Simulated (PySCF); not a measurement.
The electron affinity along group 15

Calculated with PySCF 2.14 from differences of total energies of unrestricted determinants, without spin-orbit coupling. Values in eV. The last column holds reference values (measured affinities from photodetachment; the arrow runs from anion to atom). Unmarked ones compare directly (S terms, centres of terms, or small fine structure); those marked * lie between the lowest fine-structure levels and include a spin-orbit shift.

```csv
element,configurations,UHF,MP2 (valence),CCSD (valence),PBE,r2SCAN,SCS-MP2 (valence and next inner shell),reference
"P (aug-cc-pwCVTZ, non-relativistic)",[Ne] 3s2 3p4 → [Ne] 3s2 3p3,-0.322,0.469,0.548,0.878,0.777,0.530,0.747 *
"As (aug-cc-pwCVTZ-PP with ECP10MDF, ECP)",[Ar] 3d10 4s2 4p4 → [Ar] 3d10 4s2 4p3,-0.297,0.460,0.551,0.840,0.795,0.516,0.804 *
"Sb (aug-cc-pwCVTZ-PP with ECP28MDF, ECP)",[Kr] 4d10 5s2 5p4 → [Kr] 4d10 5s2 5p3,-0.055,0.611,0.716,0.957,0.915,0.654,1.047 *
"Bi (aug-cc-pwCVTZ-PP with ECP60MDF, ECP)",[Xe] 4f14 5d10 6s2 6p4 → [Xe] 4f14 5d10 6s2 6p3,-0.185,0.508,0.609,0.891,0.798,0.594,0.942 *
```

The highest occupied level of the anion is positive for P⁻ at PBE, r2SCAN; As⁻ at PBE, r2SCAN; Sb⁻ at PBE, r2SCAN; Bi⁻ at PBE, r2SCAN, so there the basis helps to hold the electron.

For Bi a determinant mixes LS terms or the coupling is close to jj, so these rows are model values.

"Valence" correlates the outer s and p shells and, in groups 3 to 12 and the f block, the outer d or f shell, open or full, or the next shell where the ion has no valence electron left; the wider scheme adds the next inner shell.
